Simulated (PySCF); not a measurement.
Method: TPSSh-D3(BJ)/def2-TZVP // PBE0-D3(BJ)/def2-TZVP (PySCF 2.14.0). Gas-phase values, no solvent. Delta-SCF ions had no search for a lower state. Excitations are Tamm–Dancoff values on a coarser integration grid. The basis has no diffuse functions, so Rydberg states are missing or too high.

Reference species (SMILES): `FB(F)F` (neutral, multiplicity 1).

```json
{
  "T1 excitation (TDA)": "10.17 eV",
  "S1–T1 gap (TDA)": "0.26 eV",
  "S1 oscillator strength": "0.000",
  "vertical ionisation energy (Delta-SCF)": "14.78 eV"
}
```

After one change: the T1 excitation (TDA) decreases by 3.96 eV; the S1–T1 gap (TDA) increases by 0.32 eV; the S1 oscillator strength hardly moves; the vertical ionisation energy (Delta-SCF) drops by 4.00 eV.

Q: Which change was made? The new species is one of these.
A. `CB(C)C`
B. `CB(F)F`
C. `CB(C)F`

A: C, `CB(C)F`
